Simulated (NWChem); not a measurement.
System: acetamide (C2H5NO); SMILES CC(N)=O

```xyz
9

C      0.2400     1.3879     0.0000
C     -0.1420    -0.0893     0.0000
N      0.9132    -0.9668     0.0000
O     -1.3092    -0.4639     0.0000
H      1.3300     1.5832     0.0000
H     -0.2138     1.8678     0.8892
H     -0.2138     1.8678    -0.8892
H      0.7054    -1.9660     0.0000
H      1.8851    -0.6650     0.0000
```
Atoms are numbered in this order, from 1.

The geometry was optimised at PBE-D3(BJ)/def2-SVP.

Symmetry labels are those of Cs in the frame above (b1 and b2, or b-type labels, depend on it).

Task: List the 4 lowest vertical singlet excitations from Hartree-Fock/6-31+G* (spherical d), CIS (NWChem).

Result: 
| state | energy (eV) | oscillator strength | symmetry | leading excitation (squared amplitude) |
|---|---|---|---|---|
| S1 | 6.75 | 0.001 | a" | HOMO−1 → LUMO+8 (0.85) |
| S2 | 7.81 | 0.019 | a" | HOMO → LUMO (0.74) |
| S3 | 8.75 | 0.127 | a' | HOMO → LUMO+8 (0.40) |
| S4 | 8.99 | 0.230 | a' | HOMO → LUMO+8 (0.37) |
